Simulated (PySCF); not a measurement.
[CH3BN]-: core ionisation energies

CH3BN (charge -1).
Cartesian coordinates in Å at the PBE0-D3(BJ)/def2-SVP level; atoms count from 1:
```
atom  x, y, z in Å
B1    -0.5096   -0.0156   -0.0316
C2     1.0777   -0.0130    0.0080
N3     2.2440   -0.0130    0.0363
H4    -0.8930   -0.9113   -0.7981
H5    -0.9428   -0.2252    1.1108
H6    -0.9069    1.0860   -0.4379
```

Theory: delta-SCF UKS SCAN, pcX-2 on the ionised atom, pcseg-1 elsewhere, spin-free X2C in PySCF 2.14.0. Each binding energy is the total energy of the core-ionised species, with the hole localised on one atom, minus that of the ground state; both are solved self-consistently, so orbital relaxation is included.

Problem. What binding energy does each computed site have?

Solution. 
```json
{"atom(s)": "B1", "environment": "four-coordinate boron", "level": "B 1s", "binding energy (eV)": "188.80", "count": "1"}
{"atom(s)": "C2", "environment": "cyano carbon", "level": "C 1s", "binding energy (eV)": "285.91", "count": "1"}
{"atom(s)": "N3", "environment": "cyano nitrogen", "level": "N 1s", "binding energy (eV)": "398.85", "count": "1"}
```

Problem. Which effective nuclear charge Zeff reproduces each element's mean 1s value in the hydrogen-like formula E = 13.606 eV × Zeff²?

Solution. B (Z = 5): mean 188.8 eV, Zeff = 3.73, Z − Zeff = 1.27; C (Z = 6): mean 285.9 eV, Zeff = 4.58, Z − Zeff = 1.42; N (Z = 7): mean 398.8 eV, Zeff = 5.41, Z − Zeff = 1.59. Means run over the listed sites, weighted by atom count.

The species carries charge -1, so core ionisation leaves a neutral species. The basis sets have no added diffuse functions. Isolated species at its PBE0-D3(BJ)/def2-SVP geometry, gas phase. The geometry's basis has no diffuse functions, a weakness for an anion.

The run took 4.7 s wall on one thread, Arm Neoverse V2 (aarch64) (shared host), and the process peaked at 0.37 GiB of memory.
